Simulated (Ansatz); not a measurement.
Basis-set series for BH4N2, SMILES `N[B]N` radical. Total charge 0; spin multiplicity 2. The geometry is a stationary point of PBE0-D4/def2-TZVP. It is one conformer, not always the lowest.

Z-matrix (Å, degrees):
```
N
B 1 1.398
H 1 1.010 2 124.1
H 1 1.003 2 122.3 3 180.0
N 2 1.398 1 127.6 3 0.0
H 5 1.003 2 122.3 1 -180.0
H 5 1.010 2 124.1 1 -0.0
```

| functional | basis | functions | energy (Eh) | HOMO (eV) | LUMO (eV) |
| --- | --- | --- | --- | --- | --- |
| PBE0-D4 | def2-SVP | 62 | -136.50717 | -4.95 | -0.22 |
| PBE0-D4 | def2-TZVPP | 149 | -136.66728 | -5.19 | -0.60 |
| ωB97M-V | def2-SVP | 62 | -136.59955 | -6.72 | 1.39 |
| ωB97M-V | def2-TZVPP | 149 | -136.76612 | -7.02 | 0.84 |

Question: Give the rows for def2-QZVPP. (Estimate.)

Answer: Computed: 
```
functional       basis  functions  energy (Eh)  HOMO (eV)  LUMO (eV)
   PBE0-D4  def2-QZVPP        291   -136.67599      -5.22      -0.66
   ωB97M-V  def2-QZVPP        291   -136.77433      -7.07       0.72
```

HOMO and LUMO are taken over both spins. Positive LUMOs are unbound and depend on the basis.
